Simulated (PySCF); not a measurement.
Species: hydrogen cyanide, HCN.
SMILES: `C#N`

Method: CAM-B3LYP/6-31+G* geometry optimisation, gas phase (PySCF).

Masses are those of the commonest isotopes; rigid-rotor values at the optimised geometry. 

**Question.** What are the moment of inertia and the rotational constant?

**Answer.** I = 11.353 u·Å², B = 505379 MHz·u·Å²/I = 44514 MHz (1.4848 cm⁻¹, or 2.136 K as hB/k).

**Question.** List the first levels of a rigid rotor in a Σ state.

**Answer.** E(J) = BJ(J+1): J = 1: 2.970, J = 2: 8.909, J = 3: 17.818, J = 4: 29.696, J = 5: 44.544, J = 6: 62.362 cm⁻¹.

**Question.** Where do the first rotational lines fall?

**Answer.** The dipole is 3.14 D; J+1 ← J lies at 2B(J+1): 1 ← 0 at 89.03 GHz, 2 ← 1 at 178.05 GHz, 3 ← 2 at 267.08 GHz, 4 ← 3 at 356.11 GHz, 5 ← 4 at 445.14 GHz, 6 ← 5 at 534.16 GHz.

No frequency check. Constants of a rigid frame at the computed geometry: no zero-point averaging, no centrifugal distortion.
